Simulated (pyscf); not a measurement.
PySCF, gas phase, ωB97X-D3(BJ)/def2-SVP geometries. Correlated levels are frozen-core, on RHF or UHF. ΔMP2 is the change of the MP2 total energy from the triple- to the quadruple-zeta basis.

SMILES: O1C=C1
```xyz
5

C      0.0995    -0.5909     0.2576
C      1.2909    -0.2649    -0.0379
O      0.8694     0.0495     1.3471
H     -0.9114    -0.9740     0.1896
H      2.2149    -0.1176    -0.5835
```
Charge 0, spin multiplicity 1.

**Question.** What is the homolytic dissociation enthalpy (298 K, CCSD(T)/def2-TZVPP + ΔMP2(QZVPP)) of the C–H bond of cyclic C₂H₂O (SMILES C1=CO1), to cyclic C₂HO (SMILES [C]1=CO1) [doublet] + H•?

**Answer.** C–H to cyclic C₂HO (SMILES [C]1=CO1) [doublet] + H•: 343.3 kJ/mol. The radicals are drawn with the spin at the cut bond; how far it spreads was not checked. cyclic C₂H₂O (SMILES C1=CO1) lies 337.6 kJ/mol over its isomer H₂C=C=O, and others may lie lower still (electronic energy, ωB97M-D3(BJ)). cyclic C₂HO (SMILES [C]1=CO1) [doublet] lies 216.6 kJ/mol over its isomer •HC=C=O, and others may lie lower still (electronic energy, ωB97M-D3(BJ)). The CCSD(T) − MP2 part came from Ansatz, without density fitting, on the same reference.
